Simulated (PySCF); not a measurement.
C₃H₃S₂ (charge +1).
SMILES with atom numbers: `[cH:1]1[cH:2][s:3][cH+:4][s:5]1` (hydrogens: H6 on C1; H7 on C2; H8 on C4)

Level of theory: core-valence-separated Tamm–Dancoff BHandHLYP/aug-pcX-1 (pcseg-1 on H, def2-SVPD on S) in PySCF, non-relativistic, gas phase, PBE0-D3(BJ)/def2-SVP geometry. Absolute energies from this functional tend to lie a few eV below measured edges; no shift was applied.

Task: List the carbon K-edge absorption lines.

Result: 
```tsv
E (eV)	f	core hole on	main final orbital	polarisation
282.74	0.0688	C4	LUMO (95 %)	out of plane
283.41	0.1284	C1/C2	LUMO+1 (2 roots, f summed)	out of plane
285.28	0.0034	C1/C2	LUMO (2 roots, f summed)	out of plane
286.11	0.0250	C1/C2	LUMO+2 (66 %)	in plane
286.14	0.0572	C1/C2	LUMO+2 (66 %)	in plane
287.57	0.0114	C4	LUMO+2 (89 %)	in plane
288.14	0.0667	C4	LUMO+10 (46 %)	in plane
288.33	0.0227	C1/C2	LUMO+3 (2 roots, f summed)	in plane
288.57	0.0000	C4	LUMO+1 (99 %)	–
288.75	0.0295	C1/C2	spread (2 roots, f summed)	in plane
```

The first line with a tenth or more of the strongest one's intensity is at 282.74 eV (f = 0.069), with the hole on C4 (aromatic CH next to a ring sulfur), polarised out of plane. The strongest listed is at 283.41 eV (f = 0.128, sum of 2; C1/C2).

Roots within 0.03 eV whose holes lie on the same, on equivalent or on shared atoms are summed into one line, and the highest roots are left out, as the search may have cut off their partners. Final orbitals are the ground state's empty Kohn–Sham orbitals. A dash: too weak, shared between unlike atoms, or no plane or axis to refer to.

Task: What length of transition dipole belongs to the line at 282.74 eV?

Result: From f = (2/3) ΔE |μ|² in atomic units, with ΔE = 10.390 Eh and f = 0.0688: |μ| = 0.100 au = 0.25 D.

Only the lowest roots of each edge were sought.
